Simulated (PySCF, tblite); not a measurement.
# C2H5F: changes of charge, part 2 of 2

tblite 0.8.0 and PySCF 2.14.0. Atoms count from 0. Earlier steps stand in the parts before.

## 12. Single point (C₂H₅F): wB97X-D3(BJ)/ma-def2-TZVP

Geometry: PBE0-D3(BJ)/def2-SVP, that of another charge or spin state.

Job settings and geometry (Å):

```
{"job": {"kind": "sp", "xc": "wB97X", "basis": "ma-def2-TZVP", "d3": "d3bj", "grid": 2}, "charge": 0, "multiplicity": 1}
C      0.774841     0.036382    -0.175061
C     -0.644652     0.015127     0.115408
F     -1.350957     1.084339    -0.079757
H      1.258212    -0.927934     0.025291
H      0.952661     0.355960    -1.229781
H      1.276669     0.852932     0.398460
H     -0.977138    -0.479581     1.121575
H     -1.249727    -0.911871    -0.268137
```

What it wrote:

```text
coarse grid: 6360 points
cycle   1  E = -179.1180267545  dE =  3.207e-01  |g| = 4.652e-01  |ddm| = 1.749e+00
cycle   2  E = -179.1246397181  dE = -6.613e-03  |g| = 4.766e-01  |ddm| = 4.337e-01
cycle   3  E = -179.1548522221  dE = -3.021e-02  |g| = 3.486e-02  |ddm| = 1.857e-01
cycle   4  E = -179.1550530871  dE = -2.009e-04  |g| = 1.193e-02  |ddm| = 2.602e-02
cycle   5  E = -179.1550844916  dE = -3.140e-05  |g| = 3.274e-03  |ddm| = 1.041e-02
cycle   6  E = -179.1550870227  dE = -2.531e-06  |g| = 3.884e-04  |ddm| = 2.831e-03
final grid: 60880 points
cycle   7  E = -179.1511484013  dE = -3.353e-05  |g| = 4.855e-03  |ddm| = 2.219e-02
cycle   8  E = -179.1511486393  dE = -2.380e-07  |g| = 4.726e-03  |ddm| = 4.036e-03
cycle   9  E = -179.1511514250  dE = -2.786e-06  |g| = 2.958e-04  |ddm| = 1.795e-03
cycle  10  E = -179.1511514402  dE = -1.521e-08  |g| = 1.292e-04  |ddm| = 3.186e-04
cycle  11  E = -179.1511514443  dE = -4.171e-09  |g| = 1.639e-05  |ddm| = 9.097e-05
converged SCF energy = -179.1511514443
```

Wall time 2.8 s (1 thread of Arm Neoverse V1, shared host); peak memory 0.53 GiB.

## 13. Single point (C₂H₅F+ (doublet), CC[F+]): wB97X-D3(BJ)/ma-def2-TZVP

Geometry: PBE0-D3(BJ)/def2-SVP.

The job, as its differences from that of step 12:

```diff
@@ -1,2 +1,2 @@
-{"job": {"kind": "sp", "xc": "wB97X", "basis": "ma-def2-TZVP", "d3": "d3bj", "grid": 2}, "charge": 0, "multiplicity": 1}
+{"job": {"kind": "sp", "xc": "wB97X", "basis": "ma-def2-TZVP", "d3": "d3bj", "grid": 2}, "charge": 1, "multiplicity": 2}
 C      0.774841     0.036382    -0.175061
```

What it wrote:

```text
final grid: 60880 points
cycle   1  E = -178.7469089908  dE = -2.543e-02  |g| = 1.670e-01  |ddm| = 2.961e-01
cycle   2  E = -178.7522482412  dE = -5.339e-03  |g| = 1.240e-01  |ddm| = 1.459e-01
cycle   3  E = -178.7575005803  dE = -5.252e-03  |g| = 1.891e-02  |ddm| = 6.243e-02
cycle   4  E = -178.7576220397  dE = -1.215e-04  |g| = 4.685e-03  |ddm| = 9.364e-03
cycle   5  E = -178.7576447277  dE = -2.269e-05  |g| = 1.832e-03  |ddm| = 6.273e-03
cycle   6  E = -178.7576502520  dE = -5.524e-06  |g| = 8.171e-04  |ddm| = 2.706e-03
cycle   7  E = -178.7576522202  dE = -1.968e-06  |g| = 4.255e-04  |ddm| = 1.639e-03
cycle   8  E = -178.7576527684  dE = -5.482e-07  |g| = 1.557e-04  |ddm| = 1.085e-03
cycle   9  E = -178.7576528508  dE = -8.236e-08  |g| = 5.961e-05  |ddm| = 4.523e-04
cycle  10  E = -178.7576528606  dE = -9.814e-09  |g| = 1.576e-05  |ddm| = 1.787e-04
converged SCF energy = -178.7576528606
```

It took 7 s on 1 thread of Arm Neoverse V1, shared host; peak memory 0.54 GiB.

## 14. Single point (C2H5F): wB97X-D3(BJ)/ma-def2-TZVP in acetonitrile

Geometry: PBE0-D3(BJ)/def2-SVP.

Job settings and geometry (Å):

```
{"job": {"kind": "sp", "xc": "wB97X", "basis": "ma-def2-TZVP", "d3": "d3bj", "grid": 2, "solvent": "acetonitrile"}, "charge": 0, "multiplicity": 1}
C      0.765177     0.064788     0.052237
C     -0.729002    -0.112032    -0.029884
F     -1.294646     0.925034    -0.732011
H      1.219326    -0.758227     0.624371
H      1.212878     0.076169    -0.952446
H      1.015987     1.012332     0.551498
H     -1.182254    -0.133765     0.976681
H     -0.990260    -1.056360    -0.538855
```

What it wrote:

```text
final grid: 60880 points
cycle   1  E = -179.1937058033  dE = -4.693e-04  |g| = 1.503e-02  |ddm| = 7.952e-02
cycle   2  E = -179.1937386470  dE = -3.284e-05  |g| = 1.454e-02  |ddm| = 2.458e-02
cycle   3  E = -179.1937669001  dE = -2.825e-05  |g| = 1.858e-03  |ddm| = 6.673e-03
cycle   4  E = -179.1937690334  dE = -2.133e-06  |g| = 4.562e-04  |ddm| = 6.228e-03
cycle   5  E = -179.1937691242  dE = -9.079e-08  |g| = 1.484e-04  |ddm| = 1.157e-03
cycle   6  E = -179.1937691306  dE = -6.409e-09  |g| = 2.392e-05  |ddm| = 1.867e-04
converged SCF energy = -179.1937691306
```

Run time: 2.4 s. Hardware: 1 thread of Arm Neoverse V1, shared host; peak memory 0.55 GiB.

## 15. Single point (C₂H₅F+ (doublet), CC[F+]): wB97X-D3(BJ)/ma-def2-TZVP in acetonitrile

Geometry: PBE0-D3(BJ)/def2-SVP.

Job settings and geometry (Å):

```
{"job": {"kind": "sp", "xc": "wB97X", "basis": "ma-def2-TZVP", "d3": "d3bj", "grid": 2, "solvent": "acetonitrile"}, "charge": 1, "multiplicity": 2}
C      0.774841     0.036382    -0.175061
C     -0.644652     0.015127     0.115408
F     -1.350957     1.084339    -0.079757
H      1.258212    -0.927934     0.025291
H      0.952661     0.355960    -1.229781
H      1.276669     0.852932     0.398460
H     -0.977138    -0.479581     1.121575
H     -1.249727    -0.911871    -0.268137
```

What it wrote:

```text
final grid: 60880 points
cycle   1  E = -178.8691373914  dE = -1.380e-03  |g| = 2.339e-02  |ddm| = 1.028e-01
cycle   2  E = -178.8692298151  dE = -9.242e-05  |g| = 2.452e-02  |ddm| = 3.020e-02
cycle   3  E = -178.8694096775  dE = -1.799e-04  |g| = 3.533e-03  |ddm| = 9.828e-03
cycle   4  E = -178.8694284723  dE = -1.879e-05  |g| = 1.611e-03  |ddm| = 6.538e-03
cycle   5  E = -178.8694321520  dE = -3.680e-06  |g| = 6.062e-04  |ddm| = 2.142e-03
cycle   6  E = -178.8694330626  dE = -9.106e-07  |g| = 2.261e-04  |ddm| = 1.194e-03
cycle   7  E = -178.8694331707  dE = -1.081e-07  |g| = 6.462e-05  |ddm| = 5.165e-04
cycle   8  E = -178.8694331790  dE = -8.291e-09  |g| = 3.660e-05  |ddm| = 1.064e-04
converged SCF energy = -178.8694331790
```

It took 4.5 s on 1 thread of Arm Neoverse V1, shared host; peak memory 0.55 GiB.

## 16. Changes of charge: wB97X-D3(BJ)/ma-def2-TZVP

This step combines the energies above: geometries from PBE0-D3(BJ)/def2-SVP, zero-point and thermal terms from PBE0-D3(BJ)/def2-SVP.

Job settings and geometry (Å):

```
{"job": {"kind": "rx", "dirs": [1], "geom": {"xc": "PBE0", "basis": "def2-SVP", "d3": "d3bj", "grid": 1}, "hess": 1, "level": {"xc": "wB97X", "basis": "ma-def2-TZVP", "d3": "d3bj", "solvents": ["acetonitrile"]}}, "charge": 0, "multiplicity": 1}
C      0.765177     0.064788     0.052237
C     -0.729002    -0.112032    -0.029884
F     -1.294646     0.925034    -0.732011
H      1.219326    -0.758227     0.624371
H      1.212878     0.076169    -0.952446
H      1.015987     1.012332     0.551498
H     -1.182254    -0.133765     0.976681
H     -0.990260    -1.056360    -0.538855
```

Output (the driver's rows laid out field by field):

```text
ionisation and electron attachment, wB97X-D3(BJ)/ma-def2-TZVP // PBE0-D3(BJ)/def2-SVP

row 1
  change                  oxidation
  charge                  1
  multiplicity            2
  vertical_ev             12.2832
  vertical_s2             0.754
  formula                 C2H5F
  smiles                  CC[F+]
  kept                    yes
  pieces                  1
  point_group             Cs
  adiabatic_electronic_ev 11.7518
  adiabatic_ev            11.5349
  free_energy_ev          11.5092
  s2                      0.754
  bonds_moved             1 2 1.374 1.296; 1 7 1.104 1.172; 1 6 1.104 1.169; 0 1 1.507 1.449
  spin_on                 1 C 0.27; 7 H 0.194; 2 F 0.193; 6 H 0.19
  charge_moved            2 F 0.237; 7 H 0.189; 6 H 0.187; 1 C 0.132
  vertical_back_ev        10.7076
  relaxation_parent_ev    1.0442
  relaxation_ion_ev       0.5313
  reorganisation_ev       1.5755
  solution                solvent acetonitrile, absolute_potential_v 8.583, solvation_parent_kj -11.14, solvation_ion_kj -293.48
```

It took 2.7 min on 1 thread of Arm Neoverse V1, shared host; peak memory 0.55 GiB.

Energy taken up on oxidation, or given off on reduction (eV; adiabatic with zero-point energy):

```
                    change  product  vertical  adiabatic  free energy  reorganisation  ⟨S²⟩
oxidation (multiplicity 2)   CC[F+]     12.28      11.53        11.51            1.58  0.75
```

On oxidation to multiplicity 2 charge changes most on F2 (+0.24 e), H7 (+0.19 e), H6 (+0.19 e); the spin sits on C1 (0.27), H7 (0.19), F2 (0.19); the bond C1–F2 goes from 1.374 to 1.296 Å; the absolute potential is 8.58 V in acetonitrile.

## 17. Single point (C₂H₅F): CAM-B3LYP-D3(BJ)/ma-def2-TZVP

Geometry: PBE0-D3(BJ)/def2-SVP.

Job settings and geometry (Å):

```
{"job": {"kind": "sp", "xc": "CAM-B3LYP", "basis": "ma-def2-TZVP", "d3": "d3bj", "grid": 2, "scf": {"diis_space": 4}}, "charge": 0, "multiplicity": 1}
C      0.765177     0.064788     0.052237
C     -0.729002    -0.112032    -0.029884
F     -1.294646     0.925034    -0.732011
H      1.219326    -0.758227     0.624371
H      1.212878     0.076169    -0.952446
H      1.015987     1.012332     0.551498
H     -1.182254    -0.133765     0.976681
H     -0.990260    -1.056360    -0.538855
```

What it wrote:

```text
final grid: 60880 points
cycle   1  E = -179.0270845454  dE =  1.350e-01  |g| = 5.027e-01  |ddm| = 1.712e+00
cycle   2  E = -179.0100638087  dE =  1.702e-02  |g| = 6.522e-01  |ddm| = 5.354e-01
cycle   3  E = -179.0692097643  dE = -5.915e-02  |g| = 4.300e-02  |ddm| = 2.698e-01
cycle   4  E = -179.0694771080  dE = -2.673e-04  |g| = 1.880e-02  |ddm| = 2.889e-02
cycle   5  E = -179.0695525692  dE = -7.546e-05  |g| = 3.423e-03  |ddm| = 1.202e-02
cycle   6  E = -179.0695551181  dE = -2.549e-06  |g| = 4.131e-04  |ddm| = 2.332e-03
cycle   7  E = -179.0695551878  dE = -6.975e-08  |g| = 1.053e-04  |ddm| = 7.996e-04
cycle   8  E = -179.0695551883  dE = -4.797e-10  |g| = 9.894e-05  |ddm| = 9.712e-05
converged SCF energy = -179.0695551883
```

Wall time 3.3 s (1 thread of Arm Neoverse V1, shared host); peak memory 0.55 GiB.

## 18. Single point (C2H5F+ (doublet)): CAM-B3LYP-D3(BJ)/ma-def2-TZVP

Geometry: PBE0-D3(BJ)/def2-SVP, that of another charge or spin state.

The job, as its differences from that of step 17:

```diff
@@ -1,2 +1,2 @@
-{"job": {"kind": "sp", "xc": "CAM-B3LYP", "basis": "ma-def2-TZVP", "d3": "d3bj", "grid": 2, "scf": {"diis_space": 4}}, "charge": 0, "multiplicity": 1}
+{"job": {"kind": "sp", "xc": "CAM-B3LYP", "basis": "ma-def2-TZVP", "d3": "d3bj", "grid": 2, "scf": {"diis_space": 4}}, "charge": 1, "multiplicity": 2}
 C      0.765177     0.064788     0.052237
```

What it wrote:

```text
final grid: 60880 points
cycle   1  E = -178.5443006647  dE =  6.177e-01  |g| = 4.017e-01  |ddm| = 1.212e+00
cycle   2  E = -178.4793591508  dE =  6.494e-02  |g| = 6.655e-01  |ddm| = 5.072e-01
cycle   3  E = -178.6176075321  dE = -1.382e-01  |g| = 9.035e-02  |ddm| = 2.708e-01
cycle   4  E = -178.6204311078  dE = -2.824e-03  |g| = 4.289e-02  |ddm| = 6.508e-02
cycle   5  E = -178.6211605878  dE = -7.295e-04  |g| = 1.010e-02  |ddm| = 2.495e-02
cycle   6  E = -178.6212357299  dE = -7.514e-05  |g| = 8.081e-03  |ddm| = 9.366e-03
cycle   7  E = -178.6213011706  dE = -6.544e-05  |g| = 3.661e-03  |ddm| = 1.145e-02
cycle   8  E = -178.6213092274  dE = -8.057e-06  |g| = 3.657e-03  |ddm| = 2.829e-03
cycle   9  E = -178.6213261788  dE = -1.695e-05  |g| = 9.919e-04  |ddm| = 8.705e-03
cycle  10  E = -178.6213263380  dE = -1.592e-07  |g| = 7.345e-04  |ddm| = 1.000e-03
cycle  11  E = -178.6213271631  dE = -8.251e-07  |g| = 2.249e-04  |ddm| = 2.178e-03
cycle  12  E = -178.6213271901  dE = -2.698e-08  |g| = 1.499e-04  |ddm| = 3.401e-04
cycle  13  E = -178.6213272205  dE = -3.042e-08  |g| = 4.893e-05  |ddm| = 4.448e-04
cycle  14  E = -178.6213272260  dE = -5.530e-09  |g| = 2.743e-05  |ddm| = 9.938e-05
converged SCF energy = -178.6213272260
```

It took 9.9 s on 1 thread of Arm Neoverse V1, shared host; peak memory 0.6 GiB.

## 19. Single point (C2H5F): CAM-B3LYP-D3(BJ)/ma-def2-TZVP

Geometry: PBE0-D3(BJ)/def2-SVP, that of another charge or spin state.

Job settings and geometry (Å):

```
{"job": {"kind": "sp", "xc": "CAM-B3LYP", "basis": "ma-def2-TZVP", "d3": "d3bj", "grid": 2, "scf": {"diis_space": 4}}, "charge": 0, "multiplicity": 1}
C      0.774841     0.036382    -0.175061
C     -0.644652     0.015127     0.115408
F     -1.350957     1.084339    -0.079757
H      1.258212    -0.927934     0.025291
H      0.952661     0.355960    -1.229781
H      1.276669     0.852932     0.398460
H     -0.977138    -0.479581     1.121575
H     -1.249727    -0.911871    -0.268137
```

What it wrote:

```text
final grid: 60880 points
cycle   1  E = -178.9967730125  dE =  2.808e-01  |g| = 4.656e-01  |ddm| = 1.765e+00
cycle   2  E = -178.9906760417  dE =  6.097e-03  |g| = 5.526e-01  |ddm| = 4.979e-01
cycle   3  E = -179.0317429814  dE = -4.107e-02  |g| = 4.244e-02  |ddm| = 2.400e-01
cycle   4  E = -179.0319890817  dE = -2.461e-04  |g| = 1.627e-02  |ddm| = 2.648e-02
cycle   5  E = -179.0320450028  dE = -5.592e-05  |g| = 3.458e-03  |ddm| = 1.101e-02
cycle   6  E = -179.0320476065  dE = -2.604e-06  |g| = 4.605e-04  |ddm| = 2.342e-03
cycle   7  E = -179.0320476665  dE = -6.000e-08  |g| = 2.595e-04  |ddm| = 7.511e-04
cycle   8  E = -179.0320476763  dE = -9.774e-09  |g| = 1.468e-04  |ddm| = 1.860e-04
cycle   9  E = -179.0320476798  dE = -3.457e-09  |g| = 4.438e-05  |ddm| = 9.604e-05
converged SCF energy = -179.0320476798
```

It took 3.1 s on 1 thread of Arm Neoverse V1, shared host; peak memory 0.55 GiB.

## 20. Single point (C₂H₅F+ (doublet), CC[F+]): CAM-B3LYP-D3(BJ)/ma-def2-TZVP

Geometry: PBE0-D3(BJ)/def2-SVP.

The job, as its differences from that of step 19:

```diff
@@ -1,2 +1,2 @@
-{"job": {"kind": "sp", "xc": "CAM-B3LYP", "basis": "ma-def2-TZVP", "d3": "d3bj", "grid": 2, "scf": {"diis_space": 4}}, "charge": 0, "multiplicity": 1}
+{"job": {"kind": "sp", "xc": "CAM-B3LYP", "basis": "ma-def2-TZVP", "d3": "d3bj", "grid": 2, "scf": {"diis_space": 4}}, "charge": 1, "multiplicity": 2}
 C      0.774841     0.036382    -0.175061
```

What it wrote:

```text
final grid: 60880 points
cycle   1  E = -178.5667402486  dE =  7.108e-01  |g| = 4.033e-01  |ddm| = 1.237e+00
cycle   2  E = -178.5474501504  dE =  1.929e-02  |g| = 5.398e-01  |ddm| = 4.874e-01
cycle   3  E = -178.6391959748  dE = -9.175e-02  |g| = 7.032e-02  |ddm| = 2.315e-01
cycle   4  E = -178.6406128931  dE = -1.417e-03  |g| = 2.871e-02  |ddm| = 4.648e-02
cycle   5  E = -178.6409342368  dE = -3.213e-04  |g| = 4.442e-03  |ddm| = 1.968e-02
cycle   6  E = -178.6409530591  dE = -1.882e-05  |g| = 2.833e-03  |ddm| = 5.077e-03
cycle   7  E = -178.6409601432  dE = -7.084e-06  |g| = 1.263e-03  |ddm| = 3.332e-03
cycle   8  E = -178.6409616837  dE = -1.540e-06  |g| = 1.071e-03  |ddm| = 1.447e-03
cycle   9  E = -178.6409623984  dE = -7.147e-07  |g| = 6.106e-04  |ddm| = 1.201e-03
cycle  10  E = -178.6409625645  dE = -1.661e-07  |g| = 2.737e-04  |ddm| = 3.912e-04
cycle  11  E = -178.6409626509  dE = -8.642e-08  |g| = 1.382e-04  |ddm| = 4.862e-04
cycle  12  E = -178.6409626604  dE = -9.501e-09  |g| = 8.491e-05  |ddm| = 1.010e-04
converged SCF energy = -178.6409626604
```

It took 8.8 s on 1 thread of Arm Neoverse V1, shared host; peak memory 0.6 GiB.

## 21. Changes of charge: CAM-B3LYP-D3(BJ)/ma-def2-TZVP

This step combines the energies above: geometries from PBE0-D3(BJ)/def2-SVP, zero-point and thermal terms from PBE0-D3(BJ)/def2-SVP.

Job settings and geometry (Å):

```
{"job": {"kind": "rx", "dirs": [1], "geom": {"xc": "PBE0", "basis": "def2-SVP", "d3": "d3bj", "grid": 1}, "hess": 1, "level": {"xc": "CAM-B3LYP", "basis": "ma-def2-TZVP", "d3": "d3bj", "grid": 2, "scf": {"diis_space": 4}}}, "charge": 0, "multiplicity": 1}
C      0.765177     0.064788     0.052237
C     -0.729002    -0.112032    -0.029884
F     -1.294646     0.925034    -0.732011
H      1.219326    -0.758227     0.624371
H      1.212878     0.076169    -0.952446
H      1.015987     1.012332     0.551498
H     -1.182254    -0.133765     0.976681
H     -0.990260    -1.056360    -0.538855
```

Output (the driver's rows laid out field by field):

```text
ionisation and electron attachment, CAM-B3LYP-D3(BJ)/ma-def2-TZVP // PBE0-D3(BJ)/def2-SVP

row 1
  change                  oxidation
  charge                  1
  multiplicity            2
  vertical_ev             12.1969
  vertical_s2             0.755
  formula                 C2H5F
  smiles                  CC[F+]
  kept                    yes
  pieces                  1
  point_group             Cs
  adiabatic_electronic_ev 11.6626
  adiabatic_ev            11.4456
  free_energy_ev          11.42
  s2                      0.754
  bonds_moved             1 2 1.374 1.296; 1 7 1.104 1.172; 1 6 1.104 1.169; 0 1 1.507 1.449
  spin_on                 1 C 0.26; 7 H 0.197; 6 H 0.193; 2 F 0.186
  charge_moved            2 F 0.232; 7 H 0.187; 6 H 0.186; 1 C 0.131
  vertical_back_ev        10.642
  relaxation_parent_ev    1.0206
  relaxation_ion_ev       0.5343
  reorganisation_ev       1.5549
```

Wall time 25 s (1 thread of Arm Neoverse V1, shared host); peak memory 0.6 GiB.

Energy taken up on oxidation, or given off on reduction (eV; adiabatic with zero-point energy):

```
                    change  product  vertical  adiabatic  free energy  reorganisation  ⟨S²⟩
oxidation (multiplicity 2)   CC[F+]     12.20      11.45        11.42            1.55  0.75
```

On oxidation to multiplicity 2 charge changes most on F2 (+0.23 e), H7 (+0.19 e), H6 (+0.19 e); the spin sits on C1 (0.26), H7 (0.20), H6 (0.19); the bond C1–F2 goes from 1.374 to 1.296 Å.

## 22. What came out

This closing draws on all 2 parts.

| quantity | value |
| --- | --- |
| strongest single infrared mode (GFN2-xTB) | 1080 cm⁻¹, 53 km/mol |
| zero-point energy (GFN2-xTB) | 41.6 kcal/mol |
| point group | Cs |
| rotational constants (main isotopes) | 36.58, 9.44, 8.29 GHz |
| surface potential, 1st and 99th percentile | -1.10 V and 0.90 V |
| ionisation energy (wB97X-D3(BJ)/ma-def2-TZVP) | vertical 12.28 eV, adiabatic 11.53 eV |
| ionisation energy (CAM-B3LYP-D3(BJ)/ma-def2-TZVP) | vertical 12.20 eV, adiabatic 11.45 eV |

**Reading.** All 18 modes are real, so the xTB geometry is a minimum. The strongest single mode, at 1080 cm⁻¹, is carried by C1, C0, F2. Unscaled tight-binding wavenumbers are off by several per cent, some by more. Its intensities can rank the bands wrongly. Relaxing lowered the energy by 0.023 eV in 3 steps; the close pair that moved most is C0–H3, from 1.086 to 1.100 Å (PBE0/def2-SVP). At wB97X-D3(BJ)/ma-def2-TZVP, relaxation with the zero-point term after oxidation moves the energy taken up from 12.28 eV (vertical) to 11.53 eV (adiabatic, with zero-point energy).
